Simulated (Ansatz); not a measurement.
CCSD(T) forces

CH7BN (SMILES CB[NH3+]) (charge +1), closed shell, displaced at random from a GFN2-xTB minimum.

```tsv
atom	x (Å)	y (Å)	z (Å)
C1	-0.9287	0.7291	-0.6117
B2	0.1964	-0.2787	-0.4871
N3	0.8853	-0.5616	0.8964
H4	-1.8061	0.0883	-1.0805
H5	-0.7289	1.4009	-1.4430
H6	-1.0531	1.2284	0.2042
H7	0.5709	-0.9108	-1.3158
H8	0.7654	-1.6079	1.1480
H9	1.7709	-0.3184	0.9163
H10	0.4700	0.0077	1.6637
```

Computed with Ansatz 0.2.0 (basis: def2-TZVPP); correlated methods freeze the cores.

CCSD(T) forces from the calculation:
| atom | Fx | Fy | Fz (eV/Å) |
| --- | --- | --- | --- |
| C1 | 0.121 | -4.065 | -5.571 |
| B2 | -0.560 | 0.877 | 1.000 |
| N3 | -6.707 | -2.331 | 1.142 |
| H4 | 1.180 | 1.260 | 1.363 |
| H5 | 0.180 | 0.198 | -0.234 |
| H6 | -1.855 | 3.124 | 4.947 |
| H7 | 1.009 | -1.434 | -1.590 |
| H8 | 0.524 | 2.029 | -0.377 |
| H9 | 6.139 | 1.002 | -0.190 |
| H10 | -0.031 | -0.660 | -0.490 |

Root-mean-square difference of the force components from those of CCSD(T): PBE0-D4 0.101; wB97M-V 0.069; r2SCAN-D4 0.100; PBE-D4 0.190; revPBE-D4 0.165; BLYP-D4 0.160 eV/Å.

The T1 diagnostic stays at or below 0.010.

For scale, one of the runs: CCSD(T)/def2-TZVPP forces, 191 basis functions (an equivalent command: `ansatz run in.yaml --threads 4`). Time: 98 s of wall clock on 4 CPU threads; the host was shared. Peak host memory: 4.3 GiB.
